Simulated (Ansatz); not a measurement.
## What each rung costs, and what it gives

The pair of NH$_{3}$ (SMILES N, atoms 1–4) and SiNH$_{5}$ (SMILES [SiH3]N, atoms 5–11), both closed shells, in one local arrangement (a lower one may exist), relaxed at PBE0-D4/def2-TZVP:

```csv
atom,x (Å),y (Å),z (Å)
N1,-0.0681,0.0732,-2.2330
H2,0.6532,-0.6243,-2.3706
H3,-0.9538,-0.3625,-2.4609
H4,0.0904,0.8063,-2.9135
Si5,0.1691,-0.4660,1.8357
N6,-0.3508,0.7824,0.7875
H7,-0.3969,-0.2336,3.1926
H8,-0.3311,-1.7606,1.2977
H9,1.6478,-0.6216,2.0142
H10,-0.2233,0.6632,-0.2158
H11,-0.2363,1.7433,1.0661
```

Interaction energies are counterpoise-corrected; the time is that of the whole pair.

Ansatz 0.2.0; basis: as named in each row; cores frozen in the correlated methods. B3LYP uses VWN-RPA correlation. Extrapolation: Hartree–Fock as exp(−7.88 √X), correlation as X^−2.97.

Times are rough, for one single point on 4 threads of a shared host (Arm Neoverse V1).

The estimate by CCSD(T) at an estimated basis limit (MP2 extrapolated from triple and quadruple zeta, plus CCSD(T) − MP2 in triple zeta) is -4.55 kcal/mol.

```
   method        basis  time (s)  interaction energy (kcal/mol)  method less estimate
       HF       STO-3G   under 1                          -0.86                  3.69
   PBE-D4       STO-3G   under 1                          -5.83                 -1.28
    SPW92     def2-SVP   under 1                          -8.53                 -3.98
 B3LYP-D4        6-31G   under 1                          -7.36                 -2.81
  PBE0-D4     def2-SVP   under 1                          -6.17                 -1.62
   PBE-D4     def2-SVP   under 1                          -6.45                 -1.91
  CCSD(T)     def2-SVP         1                          -3.91                  0.64
   PBE-D4  def2-TZVPPD         2                          -5.35                 -0.80
revPBE-D4  def2-TZVPPD         2                          -4.73                 -0.18
  BLYP-D4  def2-TZVPPD         2                          -4.73                 -0.18
  PBE0-D4  def2-TZVPPD         2                          -5.13                 -0.58
 HSE06-D4  def2-TZVPPD         2                          -5.12                 -0.57
 B3LYP-D4  def2-TZVPPD         2                          -4.82                 -0.27
  wB97M-V     def2-SVP         2                          -5.47                 -0.92
r2SCAN-D4  def2-TZVPPD         3                          -4.78                 -0.23
   B2PLYP  def2-TZVPPD         4                          -3.91                  0.64
  wB97X-V  def2-TZVPPD         6                          -4.45                  0.10
   B97M-V  def2-TZVPPD         6                          -4.76                 -0.21
  wB97M-V  def2-TZVPPD         6                          -4.50                  0.05
      MP2  def2-QZVPPD        14                          -4.47                  0.08
  CCSD(T)  def2-TZVPPD        75                          -4.24                  0.31
```

No T1 diagnostic of these runs exceeds 0.010.
